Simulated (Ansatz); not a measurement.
# BClO (SMILES O=BCl): functionals against CCSD(T) at one geometry

A test off equilibrium: a structure displaced at random from a GFN2-xTB minimum is computed at several levels, and each is set against CCSD(T).

The runs use Ansatz 0.2.0, Gaussian basis; single points in def2-TZVPP.

Cores are frozen in the correlated methods.

**1. The system as given**

SMILES `O=BCl`, 3 atoms, charge 0, spin multiplicity 1.

Atoms are counted from 1 here; the program's logs count them from 0.

Bond lengths: O1–B2 1.270 Å, B2–Cl3 1.575 Å. Angles: O1–B2–Cl3 174.3°.

Coordinates:

| atom | x (Å) | y (Å) | z (Å) |
| --- | --- | --- | --- |
| O1 | 1.0570 | 0.6115 | 0.6740 |
| B2 | 0.1270 | -0.0080 | 0.0714 |
| Cl3 | -1.1228 | -0.6624 | -0.6285 |

**2. CCSD(T)/def2-TZVPP**

Input file run/in.yaml:

```yaml
crystal:
  periodic: [false, false, false]
  atoms:
    - {symbol: O, position_ang: [1.057000, 0.611500, 0.674000]}
    - {symbol: B, position_ang: [0.127000, -0.008000, 0.071400]}
    - {symbol: Cl, position_ang: [-1.122800, -0.662400, -0.628500]}
basis:
  gaussian: {orbitals: def2-TZVPP}
correlation: {method: ccsd_t}
output: {forces: true}
```

No record of the launch command was kept for these runs.

**3. PBE0-D4/def2-TZVPP**

Edit run/in.yaml of step 2 so:

```diff
@@ -8,3 +8,3 @@
   gaussian: {orbitals: def2-TZVPP}
-correlation: {method: ccsd_t}
-output: {forces: true}
+hamiltonian: {xc: pbe0, dispersion: d4}
+output: {forces: true, orbitals: {seedname: orbitals}}
```

**4. wB97M-V/def2-TZVPP**

Edit run/in.yaml of step 3 so:

```diff
@@ -8,3 +8,3 @@
   gaussian: {orbitals: def2-TZVPP}
-hamiltonian: {xc: pbe0, dispersion: d4}
-output: {forces: true, orbitals: {seedname: orbitals}}
+hamiltonian: {xc: {name: wB97M-V}}
+output: {forces: true}
```

**5. r2SCAN-D4/def2-TZVPP**

Edit run/in.yaml of step 4 so:

```diff
@@ -8,3 +8,3 @@
   gaussian: {orbitals: def2-TZVPP}
-hamiltonian: {xc: {name: wB97M-V}}
+hamiltonian: {xc: r2scan, dispersion: d4}
 output: {forces: true}
```

**6. PBE-D4/def2-TZVPP**

Edit run/in.yaml of step 5 so:

```diff
@@ -8,3 +8,3 @@
   gaussian: {orbitals: def2-TZVPP}
-hamiltonian: {xc: r2scan, dispersion: d4}
+hamiltonian: {xc: pbe, dispersion: d4}
 output: {forces: true}
```

**7. r2SCAN0-D4/def2-TZVPP**

Edit run/in.yaml of step 6 so:

```diff
@@ -8,3 +8,3 @@
   gaussian: {orbitals: def2-TZVPP}
-hamiltonian: {xc: pbe, dispersion: d4}
+hamiltonian: {xc: {name: r2SCAN0}, dispersion: d4}
 output: {forces: true}
```

**8. BHLYP-D4/def2-TZVPP**

Edit run/in.yaml of step 7 so:

```diff
@@ -8,3 +8,3 @@
   gaussian: {orbitals: def2-TZVPP}
-hamiltonian: {xc: {name: r2SCAN0}, dispersion: d4}
+hamiltonian: {xc: {name: BHLYP}, dispersion: d4}
 output: {forces: true}
```

(Steps that only read results are left out.)

Q: Predict the outcome of this session. Wanted: energy less free atoms, CCSD(T)/def2-TZVPP; RMS force component; RMS force error; HOMO and LUMO, PBE0-D4; T1 diagnostic.

**Answer**, as computed:

| quantity | value |
| --- | --- |
| energy less free atoms, CCSD(T)/def2-TZVPP | -1243.5 kJ/mol |
| RMS force component | 3.101 to 3.923 eV/Å over the methods |
| RMS force error | PBE0-D4 0.328, wB97M-V 0.329, r2SCAN-D4 0.215, PBE-D4 0.286, r2SCAN0-D4 0.491, BHLYP-D4 0.776 eV/Å |
| HOMO and LUMO, PBE0-D4 | -9.42 and -0.15 eV |
| T1 diagnostic | 0.018 |

What this shows: Against CCSD(T) the functionals' energies less atoms differ by -115.4 to +40.9 kJ/mol, PBE-D4 by -115.4 kJ/mol. A larger basis would deepen the CCSD(T) value, while the functionals are nearly converged already, so the order here is not reliable. For forces r2SCAN-D4 does best and BHLYP-D4 worst. Frozen-core CCSD(T) forces in triple zeta carry basis errors of their own, and this is one geometry, so small gaps rank nothing.
